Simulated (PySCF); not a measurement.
Gas-phase reaction: (CH₃)₃N + 2 C → CH₂NH + C₄H₆ (butadiene)

Method: PySCF energies (xtb for GFN2) plus ideal-gas RRHO corrections (1 bar). † marks an energy on the PBE0/def2-TZVP geometry and frequencies; other levels use their own. 6-31G* has spherical d functions here. Open shells (unrestricted): C (multiplicity 3, electronic degeneracy 9); the rest are closed-shell singlets. GFN2 has no spin-polarisation term. Spin-orbit splitting is ignored; it lowers the true energy and changes the entropy of C. B3LYP is the form with VWN-RPA correlation. CH₂NH: computed as isolated molecules; such fragments, hydroxides, amides, oligomers or adducts are transient or little studied in the gas. The harmonic model lacks anharmonicity and excited electronic states, which grow with temperature; levels with a mode under 35 cm⁻¹ are left out. Internal rotation in (CH₃)₃N, C₄H₆ (butadiene) is treated as a harmonic vibration of one conformer, which makes the entropy rough.

```json
[
 {"level": "B3LYP/def2-TZVP†", "ΔE electronic, kJ": "-1225", "ΔH°(298 K), kJ": "-1216", "ΔS°(298 K), J/K": "-101", "ΔG°(2500 K), kJ": "-926"},
 {"level": "GFN2-xTB", "ΔE electronic, kJ": "-1515", "ΔH°(298 K), kJ": "-1510", "ΔS°(298 K), J/K": "-101", "ΔG°(2500 K), kJ": "-1225"},
 {"level": "HF/6-31G*", "ΔE electronic, kJ": "-833", "ΔH°(298 K), kJ": "-823", "ΔS°(298 K), J/K": "-100", "ΔG°(2500 K), kJ": "-535"},
 {"level": "PBE/def2-SVP", "ΔE electronic, kJ": "-1295", "ΔH°(298 K), kJ": "-1286", "ΔS°(298 K), J/K": "-100", "ΔG°(2500 K), kJ": "-999"},
 {"level": "PBE/def2-TZVP†", "ΔE electronic, kJ": "-1290", "ΔH°(298 K), kJ": "-1281", "ΔS°(298 K), J/K": "-101", "ΔG°(2500 K), kJ": "-992"},
 {"level": "PBE0/def2-TZVP", "ΔE electronic, kJ": "-1231", "ΔH°(298 K), kJ": "-1222", "ΔS°(298 K), J/K": "-101", "ΔG°(2500 K), kJ": "-932"},
 {"level": "r2SCAN/def2-TZVP†", "ΔE electronic, kJ": "-1220", "ΔH°(298 K), kJ": "-1211", "ΔS°(298 K), J/K": "-101", "ΔG°(2500 K), kJ": "-921"},
 {"level": "ωB97X-V/def2-TZVP†", "ΔE electronic, kJ": "-1190", "ΔH°(298 K), kJ": "-1181", "ΔS°(298 K), J/K": "-101", "ΔG°(2500 K), kJ": "-892"}
]
```
ΔH° is lowest at GFN2-xTB and highest at HF/6-31G*. No reference value is set beside these.
